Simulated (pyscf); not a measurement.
Four-centre exchange: H₂Al–O–SnH₃ + HF → HO–AlH₂ + F–SnH₃

Gas phase, singlet surface, charge 0. Bonds broken: O2–Sn3, F9–H10. Bonds formed: O2–H10, Sn3–F9. PySCF, gas phase, ωB97X-D3(BJ)/def2-SVP geometries.

Transition state (Å):

```xyz
10

Al    -2.4162    -1.0390     0.3067
O     -1.2596     0.2139     0.0561
Sn     0.3362     0.7836    -1.2945
H     -3.3812    -0.8972     1.5462
H     -2.4122    -2.2275    -0.7288
H     -0.0391     2.0913    -2.3162
H      1.9002     0.6420    -0.6398
H      0.0254    -0.6662    -2.1879
F     -0.1462     2.1194     0.4199
H     -0.9424     1.1812     0.5272
```

One imaginary mode, 403i cm⁻¹; descent along it reached the two sides named, in the forms told below.

```tsv
bond	change	reactant side (Å)	saddle	product side
O2–Sn3	breaks	2.012	2.167	2.8
F9–H10	breaks	0.955	1.235	1.806
O2–H10	forms	1.603	1.122	0.972
Sn3–F9	forms	2.9	2.226	1.977
```

Electronic energies relative to the separated reactants (kcal/mol):

```json
[
 {"level": "ωB97X-D3(BJ)/def2-TZVP", "barrier": "-0.9", "reaction energy": "-6.0", "reverse barrier": "5.2"},
 {"level": "PBE/def2-TZVP", "barrier": "-3.6", "reaction energy": "-8.7", "reverse barrier": "5.1"},
 {"level": "r²SCAN/def2-TZVP", "barrier": "-3.8", "reaction energy": "-8.0", "reverse barrier": "4.2"},
 {"level": "B3LYP-D3(BJ)/def2-TZVP", "barrier": "-1.5", "reaction energy": "-7.5", "reverse barrier": "6.0"},
 {"level": "PBE0-D3(BJ)/def2-TZVP", "barrier": "-1.9", "reaction energy": "-6.8", "reverse barrier": "4.9"},
 {"level": "M06-2X/def2-TZVP", "barrier": "-2.2", "reaction energy": "-6.3", "reverse barrier": "4.1"},
 {"level": "ωB97M-D3(BJ)/def2-TZVP", "barrier": "-0.4", "reaction energy": "-7.6", "reverse barrier": "7.2"},
 {"level": "HF/def2-TZVP", "barrier": "11.3", "reaction energy": "-7.5", "reverse barrier": "18.8"}
]
```

With ωB97M-D3(BJ)/def2-TZVP energies and thermal terms (ideal gas, 1 atm, RRHO with modes under 100 cm⁻¹ raised to 100, one conformer, R ln 2 for chiral ones without a mode under 150 cm⁻¹), in kcal/mol:

```
T (K)   ΔH‡   ΔG‡    ΔH    ΔG
-----  ----  ----  ----  ----
298    -1.1   9.4  -7.5  -7.7
600    -1.6  20.2  -8.0  -7.7
900    -1.5  31.2  -8.4  -7.5
1200   -1.1  42.0  -8.8  -7.1
```

On the reactant side the descent ends in a bound adduct, 11.1 kcal/mol under the separated species and 10.2 kcal/mol under the saddle at ωB97X-D3(BJ)/def2-TZVP. On the product side the descent ends in a complex (not fully relaxed), 7.6 kcal/mol under the separated species and 12.7 kcal/mol under the saddle at ωB97X-D3(BJ)/def2-TZVP. At ωB97X-D3(BJ)/def2-TZVP, PBE, r²SCAN, B3LYP-D3(BJ), PBE0-D3(BJ), M06-2X, ωB97M-D3(BJ) the saddle lies under the separated reactants, which points to a path from their complex (located at ωB97X-D3(BJ) alone). One saddle was located; it need not be the lowest between these sides. Elements past Kr carry the def2 core potentials, without spin-orbit coupling.
